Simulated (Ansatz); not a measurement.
# SiH2SF (SMILES F[SiH]S) at 6 levels

Wanted: a comparison of 6 runs (U-r2SCAN0/STO-3G, UBHLYP/STO-3G, UBLYP/STO-3G, UHSE06/STO-3G, UPBE/STO-3G, UMP2/STO-3G) of SiH2SF. 

The results are computed with Ansatz 0.2.0.

72 further runs of the same task are left out: 4 that didn't finish, 68 set aside as unsound or not needed.

### 1 Starting point

SiH2SF: 5 atoms, total charge 0, spin state doublet. SMILES: `F[SiH]S`. The H4–Si2 distance was set to 3.724 Å, away from the relaxed value. At this shape a bond of the SMILES string is far longer than usual.

Bond lengths: F1–Si2 1.603 Å, Si2–S3 2.122 Å, S3–H5 1.344 Å. Angles: F1–Si2–S3 112.5°, Si2–S3–H5 95.0°.

### 2 The energy at U-r2SCAN0/STO-3G (run 1)

Input file input.yaml:

```yaml
basis:
  gaussian: {orbitals: STO-3G}
crystal:
  periodic: [false, false, false]
  atoms:
    - {symbol: F, position_ang: [-1.253700, 1.345517, 2.352478]}
    - {symbol: Si, position_ang: [-0.640800, 1.704717, 0.914978]}
    - {symbol: S, position_ang: [1.389300, 2.311217, 1.026478]}
    - {symbol: H, position_ang: [-0.621800, -1.416500, -1.115500]}
    - {symbol: H, position_ang: [1.131300, 3.472217, 1.653278]}
total_charge: 0
magnetization: {spin_polarized: true, initial_magnetization: 1}
hamiltonian: {xc: {name: r2SCAN0}}
accuracy: high
```

Command:

```
$ ansatz run input.yaml --threads 1 --pin off --max-ram 2610MiB --events-out events.jsonl --progress --plain --runs-dir runs
```

What it wrote:

```text
Warning: RAYON_NUM_THREADS=1 ignored (pool sized by the plan → 1); use --threads N
Functional definition: r2SCAN0
  name "r2SCAN0"
  parameter a = 0.25
  parameter k0 = 0.174
  parameter k1 = 0.065
  parameter a1 = 4.9479
  exchange = (1 - a)*r2scan_x(k0 = k0, k1 = k1, a1 = a1) + a*exact_x
  correlation = r2scan_c
454 factors; integrals over basis functions are off by at most 2.7e-8 eV
mean field evaluation 1: about -21194.6919 eV, gradient 1.4e1 eV
mean field evaluation 2: about -21188.1245 eV, gradient 2.0e1 eV
mean field evaluation 4: about -21196.2271 eV, gradient 7.6e0 eV
mean field evaluation 8: about -21205.5512 eV, gradient 1.4e-1 eV
mean field evaluation 16: about -21205.5440 eV, gradient 9.9e-4 eV
mean field evaluation 32: about -21204.5656 eV, gradient 3.9e0 eV
mean field -21205.54396368 eV, -779.2893670311 hartree, gradient 4.1e-8 eV, S^2 0.750227; 2 other end points of the search recorded, 0 dependent functions left out
reference -21205.54396443 eV, -779.2893670590 hartree; 21, 20 occupied and 4, 5 virtual orbitals, 454 factors
Total energy: -21205.54396443 eV, -779.2893670590 hartree
```

It took 7.8 s on 1 thread of Arm Neoverse V1, shared host; peak memory 0.26 GiB.

### 3 A single-point energy at UBHLYP/STO-3G (run 2)

Input file run.yaml:

```yaml
basis:
  gaussian: {orbitals: STO-3G}
crystal:
  periodic: [false, false, false]
  atoms:
    - {symbol: F, position_ang: [-1.253700, 1.345517, 2.352478]}
    - {symbol: Si, position_ang: [-0.640800, 1.704717, 0.914978]}
    - {symbol: S, position_ang: [1.389300, 2.311217, 1.026478]}
    - {symbol: H, position_ang: [-0.621800, -1.416500, -1.115500]}
    - {symbol: H, position_ang: [1.131300, 3.472217, 1.653278]}
accuracy: high
total_charge: 0
magnetization: {spin_polarized: true, initial_magnetization: 1}
hamiltonian: {xc: {name: BHLYP}}
```

Command:

```
$ ansatz run run.yaml --threads 1 --pin off --max-ram 2610MiB --events-out events.jsonl --progress --plain --runs-dir runs
```

What it wrote:

```text
Warning: RAYON_NUM_THREADS=1 ignored (pool sized by the plan → 1); use --threads N
Functional definition: BHLYP
  name "BHLYP"
  parameter a = 0.5
  exchange = (1 - a)*b88_x + a*exact_x
  correlation = lyp_c
454 factors; integrals over basis functions are off by at most 2.7e-8 eV
mean field evaluation 1: about -21195.3709 eV, gradient 1.6e1 eV
mean field evaluation 2: about -21189.6830 eV, gradient 1.8e1 eV
mean field evaluation 4: about -21206.4524 eV, gradient 1.7e0 eV
mean field evaluation 8: about -21206.5746 eV, gradient 3.9e-2 eV
mean field evaluation 16: about -21206.5747 eV, gradient 3.7e-4 eV
mean field evaluation 32: about -21206.5452 eV, gradient 4.8e-1 eV
mean field -21206.57471500 eV, -779.3272464436 hartree, gradient 4.6e-8 eV, S^2 0.750172; 2 other end points of the search recorded, 0 dependent functions left out
reference -21206.57473697 eV, -779.3272472509 hartree; 21, 20 occupied and 4, 5 virtual orbitals, 454 factors
Total energy: -21206.57473697 eV, -779.3272472509 hartree
```

Wall time 3 s (1 thread of Arm Neoverse V1, shared host); peak memory 0.15 GiB.

### 4 The energy at UBLYP/STO-3G (run 3)

Input file job.yaml:

```yaml
crystal:
  periodic: [false, false, false]
  atoms:
    - {symbol: F, position_ang: [-1.253700, 1.345517, 2.352478]}
    - {symbol: Si, position_ang: [-0.640800, 1.704717, 0.914978]}
    - {symbol: S, position_ang: [1.389300, 2.311217, 1.026478]}
    - {symbol: H, position_ang: [-0.621800, -1.416500, -1.115500]}
    - {symbol: H, position_ang: [1.131300, 3.472217, 1.653278]}
basis:
  gaussian: {orbitals: STO-3G}
magnetization: {spin_polarized: true, initial_magnetization: 1}
hamiltonian: {xc: {name: BLYP}}
accuracy: high
```

Command:

```
$ ansatz run job.yaml --threads 1 --pin off --max-ram 2610MiB --events-out events.jsonl --progress --plain --runs-dir runs
```

What it wrote:

```text
Warning: RAYON_NUM_THREADS=1 ignored (pool sized by the plan → 1); use --threads N
Functional definition: BLYP
  name "BLYP"
  parameter beta = 0.0042
  parameter a = 0.04918
  parameter b = 0.132
  parameter c = 0.2533
  parameter d = 0.349
  exchange = b88_x(beta = beta)
  correlation = lyp_c(a = a, b = b, c = c, d = d)
454 factors; integrals over basis functions are off by at most 2.7e-8 eV
mean field evaluation 1: about -21194.1206 eV, gradient 1.2e1 eV
mean field evaluation 2: about -21185.0513 eV, gradient 2.2e1 eV
mean field evaluation 4: about -21194.3837 eV, gradient 1.0e1 eV
mean field evaluation 8: about -21204.1761 eV, gradient 2.1e0 eV
mean field evaluation 16: about -21204.2126 eV, gradient 2.6e-3 eV
mean field evaluation 32: about -21204.0284 eV, gradient 1.5e0 eV
mean field -21204.21264892 eV, -779.2404421163 hartree, gradient 1.4e-8 eV, S^2 0.750114; 2 other end points of the search recorded, 0 dependent functions left out
reference -21204.21269072 eV, -779.2404436525 hartree; 21, 20 occupied and 4, 5 virtual orbitals, 454 factors
Total energy: -21204.21269072 eV, -779.2404436525 hartree
```

It took 2.8 s on 1 thread of Arm Neoverse V1, shared host; peak memory 0.14 GiB.

Runs 4 to 5 aren't shown in full; the table further down has their settings and results.

### 5 A single-point energy at UMP2/STO-3G (run 6)

job.yaml: that of step 4 with these lines changed.

```diff
@@ -11,3 +11,3 @@
 magnetization: {spin_polarized: true, initial_magnetization: 1}
-hamiltonian: {xc: {name: BLYP}}
+correlation: {method: mp2, frozen_orbitals: {F: 1, H: 0, S: 5, Si: 5}}
 accuracy: high
```

Command:

```
$ ansatz run job.yaml --threads 1 --pin off --max-ram 2610MiB --events-out events.jsonl --progress --plain --runs-dir runs
```

What it wrote, cut to the lines that bear on the results:

```text
Warning: RAYON_NUM_THREADS=1 ignored (pool sized by the plan → 1); use --threads N
Functional definition: HF
  name "HF"
[...]
454 factors; integrals over basis functions are off by at most 2.7e-8 eV
[...]
mean field -21166.02849214 eV, -777.8372002367 hartree, gradient 2.7e-8 eV, S^2 0.804188; 5 other end points of the search recorded, 0 dependent functions left out
11 core orbitals not correlated: weight in the atoms' cores, before any rotation towards them, 1.000 or more for the frozen orbitals, at most 0.000 for the correlated occupied ones
reference -21166.02849214 eV, -777.8372002367 hartree; 10, 9 occupied and 4, 5 virtual orbitals, 454 factors
second order -1.96608007 eV of doubles, -0.00000000 eV of singles
Total energy: -21167.99457221 eV, -777.9094523467 hartree
```

Wall time 0.69 s (1 thread of Arm Neoverse V1, shared host).

### 6 All runs side by side

```
run             level  frozen core orbitals  energy (Eh)   ⟨S²⟩  wall time
  1  U-r2SCAN0/STO-3G                     –  -779.289367  0.750      7.8 s
  2     UBHLYP/STO-3G                     –  -779.327247  0.750        3 s
  3      UBLYP/STO-3G                     –  -779.240444  0.750      2.8 s
  4     UHSE06/STO-3G                     –  -779.002614  0.750      4.2 s
  5       UPBE/STO-3G                     –  -778.904898  0.750      2.9 s
  6       UMP2/STO-3G                    11  -777.909452  0.804     0.69 s
```

### 7 What came out

| quantity | value |
| --- | --- |
| run 6: total energy | -777.90945 Eh |
| run 6: correlation energy (11 core orbitals frozen) | -72.3 mEh |
| run 6: ⟨S²⟩ of the reference determinant | 0.804 |

Totals of different functionals can't be ranked against each other. In runs 1, 2, 3, 4, 5, 6 the basis is minimal, so the values are rough. All runs together took 21 s, the longest 7.8 s.
